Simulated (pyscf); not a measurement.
`[SnH4]` + `[ClH]` -> `[SnH2]` [singlet] + `[H][H]` + `[ClH]` (multi-bond step; singlet surface; H–Sn, H–Sn, Cl–H broken, H–H, Cl–H formed). PySCF, gas phase, ωB97X-D3(BJ)/def2-SVP geometries. Energies in eV from the separated reactants.

```csv
level,barrier,reaction energy
ωB97X-D3(BJ)/def2-TZVP,…,…
r²SCAN/def2-TZVP,…,+1.05
B3LYP-D3(BJ)/def2-TZVP,1.61,+0.84
M06-2X/def2-TZVP,1.79,+0.90
ωB97M-D3(BJ)/def2-TZVP,1.98,+0.99
HF/def2-TZVP,2.84,+0.98
```

Question: Some entries are withheld; supply them.

Answer: 
- ωB97X-D3(BJ)/def2-TZVP, barrier: 1.96
- ωB97X-D3(BJ)/def2-TZVP, reaction energy: +1.13
- r²SCAN/def2-TZVP, barrier: 1.52

The functionals in the table span 0.45 eV in this barrier, from r²SCAN to ωB97M-D3(BJ)/def2-TZVP. On the product side the descent ends in a complex, 0.34 eV under the separated species and 1.17 eV under the saddle at ωB97X-D3(BJ)/def2-TZVP. The same reactants have a lower exit, to Cl–SnH₃ + H₂ (barrier +1.30 eV at ωB97M-D3(BJ)/def2-TZVP, against +1.98 eV here). This is the saddle that the search found; another between the same sides may lie lower. Elements past Kr carry the def2 core potentials, without spin-orbit coupling.
